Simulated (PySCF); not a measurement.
**One molecule, many inputs**

Molecule: `C(C)CCF`, C4H9F; geometry GFN2-xTB.

Geometry:
| atom | x (Å) | y (Å) | z (Å) |
| --- | --- | --- | --- |
| C1 | -1.947 | -0.042 | -0.092 |
| C2 | -0.548 | -0.219 | 0.484 |
| C3 | 0.531 | 0.181 | -0.521 |
| C4 | 1.932 | 0.014 | 0.048 |
| F5 | 2.138 | 0.886 | 1.091 |
| H6 | -2.079 | -0.665 | -0.975 |
| H7 | -2.116 | 0.994 | -0.376 |
| H8 | -2.699 | -0.323 | 0.641 |
| H9 | -0.441 | 0.395 | 1.381 |
| H10 | -0.402 | -1.262 | 0.774 |
| H11 | 0.454 | -0.433 | -1.420 |
| H12 | 0.392 | 1.226 | -0.807 |
| H13 | 2.699 | 0.239 | -0.700 |
| H14 | 2.086 | -0.993 | 0.450 |

All runs: PySCF 2.14.0 with density-fitted response routines, non-relativistic, gas phase unless a solvent (IEF-PCM) is named; grid level 2, GIAOs and SCF threshold 1e-9 unless changed. The yardstick, PBE0/pcSseg-1, gives these isotropic shieldings σ (ppm, equivalent atoms averaged): C3 148.5, C2 162.3, C1 169.9, F5 421.5, H13/H14 26.94, H9/H10 30.16, H11/H12 30.26.

Question: What do these inputs give? (1) KT2/pcSseg-1; (2) PW91/pcSseg-1; damp 0.3; (3) solvent methanol; WP04/6-31G*

Answer: 
```tsv
run	outcome	functions	wall time	C3	C2	C1	F5	H13/H14	H9/H10	H11/H12
1	converged	130	17 s	145.6	159.5	168.3	404.2	26.72	30.03	30.11
2	converged	130	22 s	140.4	154.8	163.9	404.8	26.70	30.04	30.13
3	converged	88	9.1 s	151.8	161.8	170.1	427.1	27.95	30.96	30.98
```

Times are on 1 thread of an Intel Xeon Platinum 8488C, shared host.

Question: Comment on the technical settings.

Answer: 
- Run 2: The functional differs from the yardstick's, which in itself moves the values. The damping changes the path of the SCF (14 cycles), not the solution, provided the same state is reached.
